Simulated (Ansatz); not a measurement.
Start from `NC=O` and change one atom or group to get `BC=O`.

Ansatz, PBE0-D4/def2-TZVP geometries, multiplicity 1. Each molecule was computed in one conformer, which needn't be the lowest.

| property | `NC=O` |
| --- | --- |
| LUMO energy (B3LYP/def2-TZVPP) / eV | 0.29 |
| HOMO–LUMO gap (PBE0/def2-TZVPP) / eV | 8.19 |
| ideal-gas entropy at 298 K and 1 bar (rigid rotor, harmonic PBE0-D4/def2-TZVP) / J/(mol·K) | 257 |
| size of the dipole moment (ωB97M-V/def2-TZVPP) / D | 3.96 |
| size of the dipole moment (PBE/def2-TZVPP) / D | 3.82 |
| HOMO energy (ωB97M-V/def2-TZVPP) / eV | -10.04 |

Task: Give the same properties after the change, and the shifts. (An estimate is asked.)

Result: The calculation gave: 
```json
{"property": "LUMO energy (B3LYP/def2-TZVPP) / eV", "`BC=O`": "-1.77", "shift": "-2.06"}
{"property": "HOMO–LUMO gap (PBE0/def2-TZVPP) / eV", "`BC=O`": "6.31", "shift": "-1.88"}
{"property": "ideal-gas entropy at 298 K and 1 bar (rigid rotor, harmonic PBE0-D4/def2-TZVP) / J/(mol·K)", "`BC=O`": "268", "shift": "11"}
{"property": "size of the dipole moment (ωB97M-V/def2-TZVPP) / D", "`BC=O`": "2.14", "shift": "-1.82"}
{"property": "size of the dipole moment (PBE/def2-TZVPP) / D", "`BC=O`": "1.87", "shift": "-1.95"}
{"property": "HOMO energy (ωB97M-V/def2-TZVPP) / eV", "`BC=O`": "-10.14", "shift": "-0.10"}
```

With PBE0 the HOMO falls by 0.21 eV and the LUMO falls by 2.08 eV, so the gap narrows by about 1.87 eV. PBE moves the HOMO by -0.48 eV and ωB97M-V by -0.10 eV. Dipoles are sizes alone; their direction can turn.

B3LYP here is the variant with VWN-RPA as its local correlation; programs differ in this.
